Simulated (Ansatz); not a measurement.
# Si₂H₂ (SMILES [SiH]#[SiH]): single points off equilibrium

One table from this session's results is given with a row withheld; the runs are named, their logs left out.

Computed with Ansatz 0.2.0, Gaussian basis. Level: single points in def2-TZVPP.

Cores are frozen in the correlated methods.

## The system as given

4 atoms, charge 0, spin multiplicity 1.

Atoms are counted from 1 here; the program's logs count them from 0.

Bond lengths: Si1–Si2 2.219 Å, Si1–H3 1.532 Å, Si2–H4 1.587 Å. Angles: Si2–Si1–H3 89.1°, Si1–Si2–H4 89.9°.

As a file:

```xyz
4

Si    0.1682   -0.1440    1.1387
Si   -0.9770    0.0394   -0.7525
H     0.9464   -1.3134    0.5260
H    -0.2979    1.4476   -1.0238
```

Set-up of the first run:

run/in.yaml

```yaml
crystal:
  periodic: [false, false, false]
  atoms:
    - {symbol: Si, position_ang: [0.168200, -0.144000, 1.138700]}
    - {symbol: Si, position_ang: [-0.977000, 0.039400, -0.752500]}
    - {symbol: H, position_ang: [0.946400, -1.313400, 0.526000]}
    - {symbol: H, position_ang: [-0.297900, 1.447600, -1.023800]}
basis:
  gaussian: {orbitals: def2-TZVPP}
correlation: {method: ccsd_t}
output: {forces: true}
```

The command line of these runs was not kept.

Steps of the session up to this table: CCSD(T)/def2-TZVPP; PBE0-D4/def2-TZVPP; wB97M-V/def2-TZVPP; r2SCAN-D4/def2-TZVPP; PBE-D4/def2-TZVPP; B97M-V/def2-TZVPP; r2SCAN0-D4/def2-TZVPP.

One table of the session follows, with a row left open; its other results are not shown here.

| method | RMS force component (eV/Å) | angle to CCSD(T) forces (°) | dipole (D) |
| --- | --- | --- | --- |
| CCSD(T) | 0.506 | reference | 0.45 |
| PBE0-D4 | 0.427 | 9.6 | 0.51 |
| wB97M-V | ? | ? | ? |
| r2SCAN-D4 | 0.413 | 20.5 | 0.55 |
| PBE-D4 | 0.367 | 15.0 | 0.49 |
| B97M-V | 0.404 | 10.4 | 0.41 |
| r2SCAN0-D4 | 0.457 | 15.9 | 0.53 |

Q: Estimate the row for wB97M-V from the others.

As computed: RMS force component (eV/Å): 0.477; angle to CCSD(T) forces (°): 7.1; dipole (D): 0.36. In the column «RMS force component (eV/Å)» it lies between r2SCAN0-D4 (0.457) and CCSD(T) (0.506).
